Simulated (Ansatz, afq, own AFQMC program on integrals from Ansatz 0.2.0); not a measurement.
## N$_{2}$H$_{2}$, singlet: AFQMC among the cluster methods

| atom | x (Å) | y (Å) | z (Å) |
| --- | --- | --- | --- |
| N | 0.0000 | -0.1685 | 0.5215 |
| N | 0.0000 | 0.1685 | -0.5215 |
| H | 0.0000 | 0.6804 | 1.1107 |
| H | 0.0000 | -0.6804 | -1.1107 |

Connectivity, by distances: NH–NH.

Basis cc-pVDZ. Noble-gas cores (and the filled d shells of Ga–Kr and In–Xe) are frozen. AFQMC by an in-house program on the Cholesky factors that Ansatz 0.2.0 writes for its CCSD(T) run. ph-AFQMC/CISD is guided by a CISD state made of CCSD amplitudes; releasing the constraint for a short imaginary time cuts its bias at the price of noise, slowly where states lie close. Free projection: walkers drawn from exp(T), propagated without any constraint. Its projection time is finite, and what remains of the start isn't in its error. Uncertainties: one standard error, sampling alone.

Determinant: RHF, the one that the program's search chose, which needn't be the lowest solution. The geometry is a point of a scan.

No full CI on the walks' own integrals is used here; CCSDT(Q) serves as the reference and is uncertain by about the last step of the cluster series.

The T1 diagnostic is 0.0088. The weight of the determinant in the CISD state is 0.896 and the size of the correlated space is 12 electrons in 36 orbitals.

| level | correlation energy (eV) |
| --- | --- |
| MP2 | -8.4588 |
| CCSD | -9.0222 |
| CCSD(T) | -9.2719 |

(1) Estimate where phaseless AFQMC with the Hartree–Fock trial lies against CCSD(T) on the same integrals.

(1) 86.8 ± 65.5 meV below CCSD(T). The gap is under twice the noise, so this walk alone can't tell the two apart.

Reference: CCSDT(Q), correlation energy -9.304 eV. The released energy is read at 2.40 1/Eh (meV from the phaseless value at times in 1/Eh: 7 ± 23 at 0.24, -5 ± 14 at 0.51, -11 ± 19 at 0.99, -8 ± 17 at 1.62, 19 ± 29 at 2.40).

```csv
level,E − E(reference) (meV),share of correlation (%)
CCSD(T),32.3,99.65
CCSDT,22.8,99.75
ph-AFQMC/HF,-54.5 ± 65.5,100.59
ph-AFQMC/CISD,-7.2 ± 20.5,100.08
released AFQMC,11.6 ± 28.6,99.88
free AFQMC,-14.4 ± 23.1,100.15
```

Free projections are given only where their last times agree within the noise and don't stop above the reference; a slow remainder of the start can still hide under it. A walk keeps the symmetry of its determinant, which the program's search chose and which needn't be the lowest solution, so a lower state of the same spin and another symmetry isn't excluded. Released energies are given only where the last usable release times agree within the noise; a slower fall can still hide under it.
